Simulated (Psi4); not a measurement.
# A workflow on MgNH2 (SMILES [NH2][Mg])

We compute a geometry optimisation (doublet MgNH2, UBP86/cc-pVDZ), then a single-point energy (singlet [MgNH2]+, BP86/cc-pVDZ), then a geometry optimisation (singlet [MgNH2]+, BP86/cc-pVDZ), then the energy (doublet MgNH2, UBP86/cc-pVDZ) of H2MgN. 

The results are computed with Psi4 1.11.

### Step 1. The structure to begin with

The species is MgNH2 (4 atoms), meant as a doublet with charge 0. SMILES: `[NH2][Mg]`. Geometry: relaxed at PBE0-D4/def2-TZVP. The run starts from this shape.

Bond lengths: N1–Mg2 1.898 Å, N1–H3 1.010 Å, N1–H4 1.010 Å. Angles: Mg2–N1–H3 126.3°, Mg2–N1–H4 126.3°, H3–N1–H4 107.4°.

### Step 2. A structure relaxation at UBP86/cc-pVDZ (density fitting) (run 1)

Input file job.dat:

```
memory 1600 MB

molecule m {
  0 2
  N     -0.135800    -0.005100    -0.096000
  Mg     1.484600    -0.114400     0.885900
  H     -0.988500    -0.510500     0.099100
  H     -0.304600     0.569700    -0.909400
}

set basis cc-pVDZ
set reference uks

energy_value = optimize("bp86")
print_variables()
```

The run is started by

```
$ psi4 -n 1 job.dat job.out
```

job.out:

```text
[...]
  Running in c1 symmetry.
[...]
  Nuclear repulsion =   35.918022669618921
[...]
  Multiplicity = 2
[...]
  Nalpha       = 11
  Nbeta        = 10
[...]
    Number of basis functions: 42
[...]
   @DF-UKS iter   1:  -255.55888533011381    2.02298e-02   2.38157e-02 DIIS/ADIIS
[...]
   @DF-UKS iter   6:  -256.02902619364187   -4.26326e-12   9.22705e-09 DIIS
[...]
   @S^2 Observed:                7.519470964E-01
[...]
    Orbital Energies [Eh]
    ---------------------
    Alpha Occupied:
       1A    -46.262205     2A    -13.952920     3A     -2.935092
       4A     -1.729457     5A     -1.727589     6A     -1.723216
       7A     -0.697111     8A     -0.375105     9A     -0.294887
      10A     -0.168158    11A     -0.160259
    Alpha Virtual:
      12A     -0.051954    13A     -0.035167    14A      0.003262
      15A      0.082395    16A      0.110287    17A      0.120708
      18A      0.138554    19A      0.169864    20A      0.213176
      21A      0.272552    22A      0.274580    23A      0.276845
      24A      0.326492    25A      0.545958    26A      0.599848
[...]
  @DF-UKS Final Energy:  -256.02902619364187
   => Energetics <=
    Nuclear Repulsion Energy =             35.4979607487402191
    One-Electron Energy =                -425.9430847070590289
    Two-Electron Energy =                 158.5779727069076444
    DFT Exchange-Correlation Energy =     -24.1618749422307211
    Empirical Dispersion Energy =           0.0000000000000000
    VV10 Nonlocal Energy =                  0.0000000000000000
    Total Energy =                       -256.0290261936418688
[...]
 Multipole Moments:
 ------------------------------------------------------------------------------------
     Multipole            Electronic (a.u.)      Nuclear  (a.u.)        Total (a.u.)
 ------------------------------------------------------------------------------------
 L = 1.  Multiply by 2.5417464519 to convert [e a0] to [Debye]
 Dipole X            :          2.8491215           -2.7631814            0.0859401
 Dipole Y            :         -0.1922147            0.1881719           -0.0040428
 Dipole Z            :          1.7263163           -1.6723549            0.0539614
 Magnitude           :                                                    0.1015573
[...]
  -Total Gradient:
     Atom            X                  Y                   Z
    ------   -----------------  -----------------  -----------------
       1       -0.000027136683     0.000016870768    -0.000001722888
       2        0.000027145004    -0.000005542907     0.000013033902
       3        0.000019179816    -0.000001803513    -0.000000585582
       4        0.000012536441    -0.000011702535     0.000008455597
[...]
    Final optimized geometry and variables:
    Molecular point group: c1
    Full point group: C1
    Geometry (in Angstrom), charge = 0, multiplicity = 2:
    N           -0.953667243095     0.063292048410    -0.578975150585
    MG           0.681180990590    -0.045422681612     0.413315193574
    H           -1.826508596485    -0.445934602145    -0.385518019628
    H           -1.134205204451     0.647538718118    -1.406410354590
  Variable Map:
  ----------------------------------------------------------------------------
  "CURRENT ENERGY"              =>    -256.029026193642
  "CURRENT REFERENCE ENERGY"    =>    -256.029026193642
  "DD SOLVATION ENERGY"         =>       0.000000000000
  "DFT FUNCTIONAL TOTAL ENERGY" =>    -256.029026193642
[...]
```

On the terminal:

```text
Optimizer: Optimization complete!
```

Wall time 11 s (1 thread of INTEL XEON PLATINUM 8581C at 2.30GHz (Emerald Rapids), shared host); peak memory 0.43 GiB.

Steps, from the record of the run:

| step | energy from the first frame kept (eV) | largest force (eV/Å) |
| --- | --- | --- |
| 0 | 0.0000 | 0.8027 |
| 1 | -0.0172 | 0.0498 |
| 2 | -0.0175 | 0.0247 |
| 3 | -0.0175 | 0.0088 |
| 4 | -0.0175 | 0.0017 |

After the run. Bond lengths: N1–Mg2 1.916 Å, N1–H3 1.029 Å, N1–H4 1.029 Å. Angles: Mg2–N1–H3 126.8°, Mg2–N1–H4 126.8°, H3–N1–H4 106.5°.

### Step 3. The singlet cation: the energy at BP86/cc-pVDZ (density fitting) (run 2)

Input file h2mgn.dat:

```
memory 1600 MB

molecule system {
  1 1
  N     -0.143660    -0.005592    -0.101835
  Mg     1.491189    -0.114307     0.890456
  H     -1.016501    -0.514819     0.091622
  H     -0.324198     0.578654    -0.929270
  units angstrom
}

set {
  basis cc-pVDZ
}

e, wfn = energy("bp86", return_wfn=True)
```

The run is started by

```
$ psi4 -i h2mgn.dat -o h2mgn.out -n 1
```

h2mgn.out:

```text
[...]
  Running in c1 symmetry.
[...]
  Nuclear repulsion =   35.497949802722587
[...]
  Multiplicity = 1
[...]
  Nalpha       = 10
  Nbeta        = 10
[...]
    Number of basis functions: 42
[...]
   @DF-RKS iter   1:  -255.32397450117406    2.42318e-01   2.28200e-02 DIIS/ADIIS
[...]
   @DF-RKS iter  11:  -255.76205380318893   -1.57145e-08   6.29333e-07 DIIS
[...]
    Orbital Energies [Eh]
    ---------------------
    Doubly Occupied:
       1A    -46.586390     2A    -14.162387     3A     -3.250402
       4A     -2.042977     5A     -2.040686     6A     -2.037427
       7A     -0.894674     8A     -0.567521     9A     -0.506159
      10A     -0.368312
[...]
  @DF-RKS Final Energy:  -255.76205380318893
   => Energetics <=
    Nuclear Repulsion Energy =             35.4979498027225873
    One-Electron Energy =                -420.5166472706713421
    Two-Electron Energy =                 153.1945918960630024
    DFT Exchange-Correlation Energy =     -23.9379482313031815
    Empirical Dispersion Energy =           0.0000000000000000
    VV10 Nonlocal Energy =                  0.0000000000000000
    Total Energy =                       -255.7620538031889339
[...]
 Multipole Moments:
 ------------------------------------------------------------------------------------
     Multipole            Electronic (a.u.)      Nuclear  (a.u.)        Total (a.u.)
 ------------------------------------------------------------------------------------
 L = 1.  Multiply by 2.5417464519 to convert [e a0] to [Debye]
 Dipole X            :          4.7461992           -2.7631820            1.9830172
 Dipole Y            :         -0.3262050            0.1881713           -0.1380337
 Dipole Z            :          2.8693967           -1.6723556            1.1970411
 Magnitude           :                                                    2.3204133
[...]
```

Run time: 2.6 s. Hardware: 1 thread of INTEL XEON PLATINUM 8581C at 2.30GHz (Emerald Rapids), shared host; peak memory 0.36 GiB.

### Step 4. The singlet cation: a structure relaxation at BP86/cc-pVDZ (density fitting) (run 3)

Input file h2mgn.xyz:

```xyz
4
H2MgN
N     -0.143660    -0.005592    -0.101835
Mg     1.491189    -0.114307     0.890456
H     -1.016501    -0.514819     0.091622
H     -0.324198     0.578654    -0.929270
```

Input file h2mgn.py:

```python
import psi4

psi4.set_memory('1600 MB')
psi4.set_num_threads(1)
psi4.set_output_file('output.dat', False)

with open('h2mgn.xyz') as f:
    atoms = ''.join(f.readlines()[2:])
geom = psi4.geometry('1 1\n' + atoms + 'symmetry c1')

energy_value, wavefunction = psi4.optimize("bp86/cc-pVDZ", molecule=geom, return_wfn=True)
print(f'total energy {energy_value:.8f} hartree = {energy_value * 27.211386:.5f} eV')
geom.save_xyz_file('final.xyz', False)
```

The run is started by

```
$ python h2mgn.py
```

output.dat:

```text
[...]
  Running in c1 symmetry.
[...]
  Nuclear repulsion =   35.497949802722587
[...]
  Multiplicity = 1
[...]
  Nalpha       = 10
  Nbeta        = 10
[...]
    Number of basis functions: 42
[...]
   @DF-RKS iter   1:  -255.32397450117406    2.42318e-01   2.28200e-02 ADIIS/DIIS
[...]
   @DF-RKS iter   6:  -255.76926455133636   -1.61236e-10   5.58783e-09 DIIS
[...]
    Orbital Energies [Eh]
    ---------------------
    Doubly Occupied:
       1A    -46.573365     2A    -14.196106     3A     -3.238208
       4A     -2.030700     5A     -2.029386     6A     -2.026357
       7A     -0.928201     8A     -0.590092     9A     -0.511263
      10A     -0.409506
[...]
  @DF-RKS Final Energy:  -255.76926455133636
   => Energetics <=
    Nuclear Repulsion Energy =             35.6302166966522833
    One-Electron Energy =                -420.6549349468649552
    Two-Electron Energy =                 153.1762321430319957
    DFT Exchange-Correlation Energy =     -23.9207784441556832
    Empirical Dispersion Energy =           0.0000000000000000
    VV10 Nonlocal Energy =                  0.0000000000000000
    Total Energy =                       -255.7692645513363630
[...]
 Multipole Moments:
 ------------------------------------------------------------------------------------
     Multipole            Electronic (a.u.)      Nuclear  (a.u.)        Total (a.u.)
 ------------------------------------------------------------------------------------
 L = 1.  Multiply by 2.5417464519 to convert [e a0] to [Debye]
 Dipole X            :          4.1159006           -2.6350340            1.4808666
 Dipole Y            :         -0.0967332            0.4007434            0.3040102
 Dipole Z            :          2.6876529           -1.3577499            1.3299030
 Magnitude           :                                                    2.0134622
[...]
  -Total Gradient:
     Atom            X                  Y                   Z
    ------   -----------------  -----------------  -----------------
       1        0.000014319638    -0.000059900856    -0.000054429701
       2       -0.000000249033     0.000015126759     0.000016024111
       3        0.000022109343     0.000040831434     0.000000957610
       4       -0.000007935747    -0.000006628801     0.000045278961
[...]
    Final optimized geometry and variables:
    Molecular point group: c1
    Full point group: C1
    Geometry (in Angstrom), charge = 1, multiplicity = 1:
    N           -0.867675686312    -0.121243104093    -0.718293492011
    MG           0.625186506141     0.052872101341     0.480612429933
    H           -1.755718048308    -0.330588733930    -0.221253429103
    H           -1.067190174774     0.756889520410    -1.236531602537
[...]
```

Standard output:

```text
Optimizer: Optimization complete!
total energy -255.76926455 hartree = -6959.83618 eV
```

Run time: 18 s. Hardware: 1 thread of INTEL XEON PLATINUM 8581C at 2.30GHz (Emerald Rapids), shared host; peak memory 0.43 GiB.

The path in brief:

| step | energy from the first frame kept (eV) | largest force (eV/Å) |
| --- | --- | --- |
| 0 | 0.0000 | 1.1721 |
| 1 | -0.0503 | 0.1626 |
| 2 | -0.0993 | 0.6988 |
| 3 | -0.1444 | 1.3026 |
| 4 | -0.1613 | 0.4997 |
| 5 | -0.1889 | 0.1921 |
| 6 | -0.1959 | 0.0580 |
| 7 | -0.1962 | 0.0223 |
| 8 | -0.1962 | 0.0088 |
| 9 | -0.1962 | 0.0042 |

After the run. Bond lengths: N1–Mg2 1.923 Å, N1–H3 1.039 Å, N1–H4 1.039 Å. Angles: Mg2–N1–H3 112.6°, Mg2–N1–H4 112.6°, H3–N1–H4 104.2°.

### Step 5. A single-point energy at UBP86/cc-pVDZ (density fitting) (run 4)

Input file calc.py:

```python
import psi4

psi4.set_memory(1600000000)
psi4.set_num_threads(1)
psi4.core.set_output_file('psi4.out', False)

geom = psi4.geometry("""
0 2
N     -0.10897673    -0.35928796    -0.45571312
Mg     2.71212360    -0.03025829     1.80989087
H     -1.78713289    -0.75489456     0.48355635
H     -0.48600354     1.30014102    -1.43504101
units au
""")

psi4.set_options({
    'basis': 'cc-pVDZ',
    'reference': 'uks',
})

energy_value = psi4.energy('bp86')
print(f'bp86 energy: {energy_value:.10f} Eh')
```

The run is started by

```
$ python calc.py
```

psi4.out:

```text
[...]
  Running in c1 symmetry.
[...]
  Nuclear repulsion =   35.630222459781990
[...]
  Multiplicity = 2
[...]
  Nalpha       = 11
  Nbeta        = 10
[...]
    Number of basis functions: 42
[...]
   @DF-UKS iter   1:  -255.56986573338563   -1.23447e-03   2.33471e-02 DIIS/ADIIS
[...]
   @DF-UKS iter  10:  -256.02832467780092   -6.60464e-09   7.38109e-07 DIIS
[...]
   @S^2 Observed:                7.515216846E-01
[...]
    Orbital Energies [Eh]
    ---------------------
    Alpha Occupied:
       1A    -46.257856     2A    -13.963757     3A     -2.931743
       4A     -1.725770     5A     -1.724500     6A     -1.720103
       7A     -0.709374     8A     -0.378281     9A     -0.287650
      10A     -0.193947    11A     -0.153410
    Alpha Virtual:
      12A     -0.051258    13A     -0.040780    14A     -0.001762
      15A      0.081658    16A      0.108642    17A      0.120650
      18A      0.145417    19A      0.159687    20A      0.214286
      21A      0.274102    22A      0.278056    23A      0.281762
      24A      0.314082    25A      0.529203    26A      0.595014
[...]
  @DF-UKS Final Energy:  -256.02832467780092
   => Energetics <=
    Nuclear Repulsion Energy =             35.6302224597819901
    One-Electron Energy =                -426.1764106533280483
    Two-Electron Energy =                 158.6728253536011835
    DFT Exchange-Correlation Energy =     -24.1549618378560247
    Empirical Dispersion Energy =           0.0000000000000000
    VV10 Nonlocal Energy =                  0.0000000000000000
    Total Energy =                       -256.0283246778009243
[...]
 Multipole Moments:
 ------------------------------------------------------------------------------------
     Multipole            Electronic (a.u.)      Nuclear  (a.u.)        Total (a.u.)
 ------------------------------------------------------------------------------------
 L = 1.  Multiply by 2.5417464519 to convert [e a0] to [Debye]
 Dipole X            :          2.6413990           -2.6350330            0.0063659
 Dipole Y            :         -0.1276127            0.4007427            0.2731300
 Dipole Z            :          1.6546204           -1.3577500            0.2968705
 Magnitude           :                                                    0.4034509
[...]
```

The script printed:

```text
bp86 energy: -256.0283246778 Eh
```

Wall time 3 s (1 thread of INTEL XEON PLATINUM 8581C at 2.30GHz (Emerald Rapids), shared host); peak memory 0.36 GiB.

### Step 6. What came out

| quantity | value |
| --- | --- |
| run 1, UBP86/cc-pVDZ: total energy at the end | -256.02903 Eh |
| run 1, UBP86/cc-pVDZ: dipole moment | 0.26 D |
| run 1, UBP86/cc-pVDZ: HOMO energy (highest over α and β) | -4.36 eV |
| run 1, UBP86/cc-pVDZ: LUMO energy (lowest over α and β) | -2.95 eV |
| run 1, UBP86/cc-pVDZ: ⟨S²⟩ | 0.752 |
| singlet cation, run 2: total energy | -255.76205 Eh |
| singlet cation, run 2: HOMO energy | -10.02 eV |
| singlet cation, run 2: LUMO energy | -9.66 eV |
| singlet cation, run 2: HOMO–LUMO gap | 0.36 eV |
| singlet cation, run 3: total energy at the end | -255.76926 Eh |
| singlet cation, run 3: HOMO energy | -11.14 eV |
| singlet cation, run 3: LUMO energy | -9.69 eV |
| singlet cation, run 3: HOMO–LUMO gap | 1.45 eV |
| run 4, UBP86/cc-pVDZ: total energy | -256.02832 Eh |
| run 4, UBP86/cc-pVDZ: dipole moment | 1.03 D |
| run 4, UBP86/cc-pVDZ: HOMO energy (highest over α and β) | -4.17 eV |
| run 4, UBP86/cc-pVDZ: LUMO energy (lowest over α and β) | -2.99 eV |
| adiabatic ionisation energy (to the singlet cation, no zero-point term) | 7.068 eV |

What this shows: The adiabatic ionisation energy (to the singlet cation, no zero-point term) is 7.07 eV (163 kcal/mol). The optimisation (run 1, UBP86/cc-pVDZ) took 5 steps and changed the energy by -0.018 eV. The optimisation (singlet cation, run 3) took 10 steps and changed the energy by -0.196 eV.
